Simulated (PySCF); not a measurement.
Species: methanethiol, CH4S (charge 0, singlet). 
Geometry from a B3LYP-D3(BJ)/def2-TZVP (Ansatz) optimisation:
SMILES: CS
```xyz
6

C     -0.0402     1.1565     0.0077
S     -0.0524    -0.6664    -0.0048
H      1.2792    -0.8404     0.0008
H     -1.0838     1.4664     0.0045
H      0.4371     1.5427     0.9058
H      0.4463     1.5550    -0.8800
```
Charge 0, spin multiplicity 1.

Dispersion corrections to the total energy (kcal/mol) from the dftd3 and dftd4 libraries through PySCF: D3(BJ) without and D4 with the three-body term, each with the damping fitted for the functional named.

```csv
functional,D3(BJ),D4
TPSSh,-2.11,-1.93
BLYP,?,-3.67
LC-wPBE,-1.68,?
CAM-B3LYP,-1.35,-1.28
revPBE,-5.09,-5.79
BHLYP,?,-1.79
r2SCAN,-0.47,-0.36
```

**Question.** Some entries are withheld; supply them.

**Answer.** 
- BLYP, D3(BJ): -4.07
- LC-wPBE, D4: -1.75
- BHLYP, D3(BJ): -2.55
